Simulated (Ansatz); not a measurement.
# Nudged elastic band run: C4H12N2

The input (input.yaml):

```yaml
crystal:
  periodic: [false, false, false]
  atoms:
    - { symbol: C, position_ang: [0.392927, -0.563809, 1.450465] }
    - { symbol: C, position_ang: [0.698485, -0.065564, 0.032171] }
    - { symbol: C, position_ang: [1.167026, -1.210299, -0.87198] }
    - { symbol: C, position_ang: [-0.493517, 0.705704, -0.606481] }
    - { symbol: "N", position_ang: [-1.639639, -0.177698, -0.757365] }
    - { symbol: "N", position_ang: [-0.850723, 1.967297, 0.061012] }
    - { symbol: H, position_ang: [-0.373959, -1.367282, 1.445118] }
    - { symbol: H, position_ang: [1.29993, -0.988999, 1.92526] }
    - { symbol: H, position_ang: [0.032622, 0.253268, 2.110745] }
    - { symbol: H, position_ang: [1.523765, 0.679318, 0.110236] }
    - { symbol: H, position_ang: [1.461531, -0.83577, -1.874172] }
    - { symbol: H, position_ang: [0.344578, -1.938025, -1.021594] }
    - { symbol: H, position_ang: [2.039262, -1.741617, -0.438823] }
    - { symbol: H, position_ang: [-0.166741, 0.992767, -1.632958] }
    - { symbol: H, position_ang: [-2.415062, 0.370528, -1.1525] }
    - { symbol: H, position_ang: [-1.96659, -0.47562, 0.172584] }
    - { symbol: H, position_ang: [-0.05144, 2.616931, 0.041471] }
    - { symbol: H, position_ang: [-1.040158, 1.790372, 1.058712] }
basis:
  gaussian: { orbitals: def2-SVP }
hamiltonian:
  xc: pbe
  dispersion: d4
neb:
  order_check: false
  images: 7
  f_tol: 0.05
  max_iterations: 54
  final_atoms:
    - { symbol: C, position_ang: [0.45408246, -0.47296302, 1.50997852] }
    - { symbol: C, position_ang: [0.69286622, -0.05292136, 0.05659649] }
    - { symbol: C, position_ang: [1.07047493, -1.2519511, -0.82198161] }
    - { symbol: C, position_ang: [-0.50885419, 0.73990566, -0.54107266] }
    - { symbol: "N", position_ang: [-1.71074618, -0.08612895, -0.52794016] }
    - { symbol: "N", position_ang: [-0.85540117, 1.9765236, 0.14877717] }
    - { symbol: H, position_ang: [-0.42589801, -1.14286026, 1.58116887] }
    - { symbol: H, position_ang: [1.33607415, -0.99996714, 1.92686227] }
    - { symbol: H, position_ang: [0.25651893, 0.40621387, 2.15764313] }
    - { symbol: H, position_ang: [1.54917055, 0.66081508, 0.03240887] }
    - { symbol: H, position_ang: [1.20209292, -0.95527294, -1.88423202] }
    - { symbol: H, position_ang: [0.29283014, -2.044775, -0.78112523] }
    - { symbol: H, position_ang: [2.01883325, -1.717928, -0.48488784] }
    - { symbol: H, position_ang: [-0.18693313, 1.04754474, -1.57420805] }
    - { symbol: H, position_ang: [-2.48215178, 0.4600174, -0.93089904] }
    - { symbol: H, position_ang: [-1.58659529, -0.91389624, -1.12193965] }
    - { symbol: H, position_ang: [-0.04095833, 2.60195598, 0.1857414] }
    - { symbol: H, position_ang: [-1.11310848, 1.75718967, 1.12101052] }
  initial_path:
    images:
      - { positions_ang: [[0.392927, -0.563809, 1.450465], [0.698485, -0.065564, 0.032171], [1.167026, -1.210299, -0.87198], [-0.493517, 0.705704, -0.606481], [-1.639639, -0.177698, -0.757365], [-0.850723, 1.967297, 0.061012], [-0.373959, -1.367282, 1.445118], [1.29993, -0.988999, 1.92526], [0.032622, 0.253268, 2.110745], [1.523765, 0.679318, 0.110236], [1.461531, -0.83577, -1.874172], [0.344578, -1.938025, -1.021594], [2.039262, -1.741617, -0.438823], [-0.166741, 0.992767, -1.632958], [-2.415062, 0.370528, -1.1525], [-1.96659, -0.47562, 0.172584], [-0.05144, 2.616931, 0.041471], [-1.040158, 1.790372, 1.058712]] }
      - { positions_ang: [[0.41082188, -0.56492031, 1.45565266], [0.69277914, -0.05814592, 0.03162345], [1.13914224, -1.21313579, -0.86844018], [-0.47488798, 0.71719839, -0.60981213], [-1.65995889, -0.13341207, -0.74644234], [-0.85955354, 1.96005874, 0.07282764], [-0.37922309, -1.33095505, 1.460559], [1.30946259, -0.99760602, 1.90569361], [0.07725341, 0.27194228, 2.12801006], [1.52903465, 0.67141277, 0.10714629], [1.42349946, -0.85095243, -1.86638009], [0.33735085, -1.94608818, -0.9868579], [2.01345924, -1.72657234, -0.44342845], [-0.18068638, 1.00800988, -1.6268062], [-2.37678411, 0.3577334, -1.2399562], [-1.92440059, -0.53086619, 0.14270032], [-0.05855024, 2.60962565, 0.06934492], [-1.05646163, 1.76817519, 1.06646653]] }
      - { positions_ang: [[0.42871676, -0.56603162, 1.46084032], [0.68707327, -0.05072785, 0.0310759], [1.11125849, -1.21597258, -0.86490035], [-0.45625897, 0.72869278, -0.61314325], [-1.68027878, -0.08912614, -0.73551968], [-0.86838408, 1.95282048, 0.08464327], [-0.38448718, -1.29462811, 1.47599999], [1.31899518, -1.00621304, 1.88612723], [0.12188481, 0.29061656, 2.14527511], [1.53430431, 0.66350754, 0.10405659], [1.38546793, -0.86613485, -1.85858819], [0.33012369, -1.95415135, -0.95212181], [1.98765648, -1.71152768, -0.4480339], [-0.19463177, 1.02325276, -1.62065439], [-2.33850622, 0.3449388, -1.32741239], [-1.88221118, -0.58611238, 0.11281665], [-0.06566048, 2.6023203, 0.09721885], [-1.07276525, 1.74597837, 1.07422106]] }
      - { positions_ang: [[0.44661164, -0.56714293, 1.46602798], [0.68136741, -0.04330977, 0.03052836], [1.08337473, -1.21880937, -0.86136053], [-0.43762995, 0.74018718, -0.61647438], [-1.70059868, -0.04484021, -0.72459702], [-0.87721462, 1.94558223, 0.09645891], [-0.38975127, -1.25830116, 1.49144099], [1.32852777, -1.01482006, 1.86656084], [0.16651622, 0.30929084, 2.16254017], [1.53957396, 0.6556023, 0.10096688], [1.34743639, -0.88131728, -1.85079628], [0.32289654, -1.96221453, -0.91738571], [1.96185371, -1.69648302, -0.45263934], [-0.20857715, 1.03849564, -1.61450259], [-2.30022832, 0.3321442, -1.41486859], [-1.84002177, -0.64135857, 0.08293297], [-0.07277072, 2.59501495, 0.12509277], [-1.08906888, 1.72378156, 1.08197559]] }
      - { positions_ang: [[0.46450653, -0.56825424, 1.47121563], [0.67566154, -0.0358917, 0.02998081], [1.05549098, -1.22164616, -0.85782071], [-0.41900093, 0.75168157, -0.61980551], [-1.72091857, -0.00055427, -0.71367436], [-0.88604517, 1.93834397, 0.10827455], [-0.39501536, -1.22197421, 1.50688198], [1.33806037, -1.02342708, 1.84699446], [0.21114762, 0.32796512, 2.17980522], [1.54484361, 0.64769707, 0.09787718], [1.30940485, -0.8964997, -1.84300438], [0.31566938, -1.9702777, -0.88264961], [1.93605095, -1.68143836, -0.45724479], [-0.22252254, 1.05373851, -1.60835078], [-2.26195043, 0.31934961, -1.50232479], [-1.79783236, -0.69660476, 0.05304929], [-0.07988096, 2.5877096, 0.15296669], [-1.1053725, 1.70158474, 1.08973012]] }
      - { positions_ang: [[0.46190051, -0.54443143, 1.48090635], [0.67996271, -0.04014911, 0.03663473], [1.05923697, -1.2292224, -0.84886093], [-0.44146425, 0.74873759, -0.6001223], [-1.71837547, -0.02194794, -0.66724081], [-0.87838417, 1.94788888, 0.1184002], [-0.40273602, -1.20219573, 1.5254537], [1.33756381, -1.0175621, 1.86696141], [0.22249045, 0.3475273, 2.1742647], [1.54592535, 0.65097657, 0.0815101], [1.28257687, -0.91119301, -1.85331129], [0.30995957, -1.98890202, -0.85726852], [1.95674653, -1.69056077, -0.46415555], [-0.21362519, 1.05219007, -1.5998151], [-2.31700077, 0.35451656, -1.35946835], [-1.7450231, -0.75092763, -0.24069794], [-0.0701503, 2.5912712, 0.16116037], [-1.1073065, 1.71548597, 1.09755022]] }
      - { positions_ang: [[0.45929449, -0.52060863, 1.49059708], [0.68426388, -0.04440653, 0.04328865], [1.06298295, -1.23679863, -0.83990116], [-0.46392756, 0.74579362, -0.58043908], [-1.71583238, -0.04334161, -0.62080726], [-0.87072317, 1.95743379, 0.12852586], [-0.41045668, -1.18241724, 1.54402542], [1.33706726, -1.01169711, 1.88692837], [0.23383328, 0.36708949, 2.16872417], [1.54700708, 0.65425608, 0.06514303], [1.25574889, -0.92588632, -1.8636182], [0.30424976, -2.00752635, -0.83188742], [1.9774421, -1.69968318, -0.47106631], [-0.20472783, 1.05064163, -1.59127942], [-2.37205111, 0.3896835, -1.21661191], [-1.69221383, -0.8052505, -0.53444518], [-0.06041965, 2.59483279, 0.16935404], [-1.10924049, 1.7293872, 1.10537032]] }
      - { positions_ang: [[0.45668848, -0.49678582, 1.5002878], [0.68856505, -0.04866394, 0.04994257], [1.06672894, -1.24437487, -0.83094138], [-0.48639088, 0.74284964, -0.56075587], [-1.71328928, -0.06473528, -0.57437371], [-0.86306217, 1.9669787, 0.13865152], [-0.41817735, -1.16263875, 1.56259715], [1.33657071, -1.00583213, 1.90689532], [0.24517611, 0.38665168, 2.16318365], [1.54808881, 0.65753558, 0.04877595], [1.2289209, -0.94057963, -1.87392511], [0.29853995, -2.02615067, -0.80650632], [1.99813768, -1.70880559, -0.47797708], [-0.19583048, 1.04909319, -1.58274373], [-2.42710145, 0.42485045, -1.07375548], [-1.63940456, -0.85957337, -0.82819241], [-0.05068899, 2.59839438, 0.17754772], [-1.11117449, 1.74328843, 1.11319042]] }
      - { positions_ang: [[0.45408246, -0.47296302, 1.50997852], [0.69286622, -0.05292136, 0.05659649], [1.07047493, -1.2519511, -0.82198161], [-0.50885419, 0.73990566, -0.54107266], [-1.71074618, -0.08612895, -0.52794016], [-0.85540117, 1.9765236, 0.14877717], [-0.42589801, -1.14286026, 1.58116887], [1.33607415, -0.99996714, 1.92686227], [0.25651893, 0.40621387, 2.15764313], [1.54917055, 0.66081508, 0.03240887], [1.20209292, -0.95527294, -1.88423202], [0.29283014, -2.044775, -0.78112523], [2.01883325, -1.717928, -0.48488784], [-0.18693313, 1.04754474, -1.57420805], [-2.48215178, 0.4600174, -0.93089904], [-1.58659529, -0.91389624, -1.12193965], [-0.04095833, 2.60195598, 0.1857414], [-1.11310848, 1.75718967, 1.12101052]] }
```

Command:

```bash
$ ansatz run input.yaml --threads 2 --pin off --max-ram 3072MiB --backend cpu --events-out ev --progress --plain --runs-dir out
```

Output, in part (warnings, iteration lines, the closing report on the highest movable image, with atoms numbered from 0):

```
NEB end point (image 0): max|allowed force component| = 1.041e-2 eV/Å (the criterion of neb.relax_end_points is 1.000e-2)
NEB end point (image 8): max|allowed force component| = 4.904e-3 eV/Å (the criterion of neb.relax_end_points is 1.000e-2)
NEB iter   1: max|band force component| = 2.648e1 eV/Å  barrier→ = 2.9080 eV  barrier← = 2.8984 eV  Δτ_max = 0.1977 Å  (262 SCF iters)
NEB iter   2: max|band force component| = 2.672e0 eV/Å  barrier→ = 0.4220 eV  barrier← = 0.4125 eV  Δτ_max = 0.1986 Å  (203 SCF iters)
NEB iter   3: max|band force component| = 1.179e0 eV/Å  barrier→ = 0.2663 eV  barrier← = 0.2568 eV  Δτ_max = 0.1718 Å  (198 SCF iters)
NEB iter   4: max|band force component| = 4.210e-1 eV/Å  barrier→ = 0.2036 eV  barrier← = 0.1940 eV  CI = image 5  Δτ_max = 0.0990 Å  (199 SCF iters)
NEB iter   5: max|band force component| = 4.241e-1 eV/Å  barrier→ = 0.2130 eV  barrier← = 0.2035 eV  CI = image 5  Δτ_max = 0.0422 Å  (202 SCF iters)
NEB iter   6: max|band force component| = 9.651e-2 eV/Å  barrier→ = 0.2094 eV  barrier← = 0.1999 eV  CI = image 5  Δτ_max = 0.0238 Å  (205 SCF iters)
NEB iter   7: max|band force component| = 3.489e-2 eV/Å  barrier→ = 0.2087 eV  barrier← = 0.1992 eV  CI = image 5  Δτ_max = 0.0000 Å  (547 SCF iters)
Total energy: -7308.93735768 eV, -268.5984937192 hartree
Atom 0 at     0.394235    -0.502671     1.476449 Å, force    -0.000196     0.004040     0.010285 eV/Å
Atom 1 at     0.685427    -0.056895     0.039705 Å, force    -0.005871     0.007943    -0.004225 eV/Å
Atom 2 at     1.098187    -1.234978    -0.850274 Å, force     0.000599     0.002122    -0.001597 eV/Å
Atom 3 at    -0.481914     0.765387    -0.590641 Å, force     0.011889    -0.011034     0.021340 eV/Å
Atom 4 at    -1.656009    -0.040732    -0.694022 Å, force    -0.011810     0.012314    -0.018337 eV/Å
Atom 5 at    -0.818001     2.014510     0.099501 Å, force    -0.005026     0.008771    -0.009026 eV/Å
Atom 6 at    -0.448207    -1.223454     1.522691 Å, force     0.001736    -0.002187     0.000918 eV/Å
Atom 7 at     1.278966    -0.993540     1.929812 Å, force     0.001445    -0.001574     0.001916 eV/Å
Atom 8 at     0.126524     0.361135     2.119681 Å, force     0.001293    -0.005874    -0.002441 eV/Å
Atom 9 at     1.541940     0.654221     0.073317 Å, force     0.002814    -0.001108     0.000893 eV/Å
Atom 10 at     1.292899    -0.902742    -1.890904 Å, force     0.001384    -0.000941    -0.003884 eV/Å
Atom 11 at     0.307208    -2.012843    -0.895226 Å, force    -0.002766    -0.000198    -0.002211 eV/Å
Atom 12 at     2.018772    -1.725512    -0.472442 Å, force    -0.000163     0.001659     0.002021 eV/Å
Atom 13 at    -0.098234     1.093398    -1.597009 Å, force    -0.006876     0.000089    -0.000101 eV/Å
Atom 14 at    -2.525331     0.386482    -0.997414 Å, force     0.000374     0.008211     0.000857 eV/Å
Atom 15 at    -1.663496    -1.016982    -0.426031 Å, force     0.005171    -0.022879     0.006326 eV/Å
Atom 16 at     0.000217     2.638322     0.133961 Å, force     0.003931     0.001528     0.000409 eV/Å
Atom 17 at    -1.090887     1.808398     1.070748 Å, force     0.002073    -0.000881    -0.003143 eV/Å
Dipole moment:     0.092099    -0.133998     0.133276 e Å
```

The run converged. A vibrational analysis at the climbing image gives one clearly imaginary mode, 611i cm⁻¹: a first-order saddle point.

Final band (atoms are numbered from 1 in the order of the input):

```
image  path coordinate (Å)  energy (kcal/mol)  height of N5 over the plane of its neighbours (Å)
    0                 0.00                0.0                                              -0.41
    1                 0.25                0.1                                              -0.41
    2                 0.50                0.3                                              -0.41
    3                 0.75                1.0                                              -0.38
    4                 1.00                2.7                                              -0.26
    5                 1.25                4.8                                              -0.02
    6                 1.58                1.8                                               0.29
    7                 1.90                0.4                                               0.39
    8                 2.23                0.2                                               0.39
```

The run took 3.2 min on 2 threads of Arm Neoverse V2 (shared host), peak memory 0.2 GiB.
